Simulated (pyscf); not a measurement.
PySCF, gas phase, ωB97X-D3(BJ)/def2-SVP geometries.

Estimate by transition-state theory the rate constant of F–GaH₂ + hydrogen (H₂) → gallane (GaH₃) + hydrogen fluoride (HF) (singlet surface; F–Ga, H–H broken, Ga–H, F–H formed) at 1200 K, with ωB97M-D3(BJ)/def2-TZVP energies (ideal gas, 1 atm, RRHO with modes under 100 cm⁻¹ raised to 100, one conformer, R ln 2 for chiral ones without a mode under 150 cm⁻¹; no tunnelling).

The electronic barrier is 23.3 kcal/mol and the thermal terms add +36.3, so ΔG‡ = 59.6 kcal/mol. With k_BT/h = 2.50e+13 s⁻¹ and RT = 2.385 kcal/mol, and a volume of 1.64e-19 cm³ per molecule at 1 atm, k = 5.7e-17 cm³ molecule⁻¹ s⁻¹. Wigner's tunnelling factor for 1070i cm⁻¹ would be 1.07. A shift of 1 kcal/mol in the barrier changes k by a factor 1.5. On the product side the descent ends in an adduct with a F–Ga contact, 7.4 kcal/mol under the separated species and 9.4 kcal/mol under the saddle at ωB97X-D3(BJ)/def2-TZVP. What is counted as broken (F–Ga) persists as a longer contact in the product adduct; parting that adduct is a step of its own. At the saddle there is also a short Ga–H contact that neither side keeps. One saddle was located; it need not be the lowest between these sides. Elements up to Kr have no core potential and no relativistic terms here.
